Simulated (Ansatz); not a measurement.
Two shapes of doublet CH₂F₂(+).

Shape 1:

```xyz
5

C    -0.1408   -0.4616    0.0759
H    -0.8161   -0.7988    0.8589
H     0.2249   -1.2869   -0.5307
F     0.8954    0.1581    0.6342
F    -0.7821    0.4011   -0.7077
```

Shape 2:

```xyz
5

C    -0.2284    0.2790   -0.3333
H    -1.3257    0.3469   -0.4387
H     0.2917    0.9161   -1.0706
F     0.1500   -0.9979   -0.5149
F     0.1171    0.6716    0.9048
```

Basis set: def2-SVP (spherical functions). Correlated methods keep 3 orbitals frozen. Charge 1, multiplicity 2.

Computed with Ansatz (development build ahead of 0.2.0); each method stands on the lowest determinant of its kind that the runs found.

(1) Which shape is lower in energy, and by how much in each method?

Answers

(1)

```json
{"method": "UHF", "E(2) − E(1) (eV)": "0.010"}
{"method": "UHF-MP2", "E(2) − E(1) (eV)": "0.024"}
{"method": "PBE0 (unrestricted)", "E(2) − E(1) (eV)": "-0.018"}
```

The methods disagree on the order. Caution for UHF, UHF-MP2: the determinant breaks the point group. Caution for UHF-MP2: MP2 forces lie far from those of the mean fields.
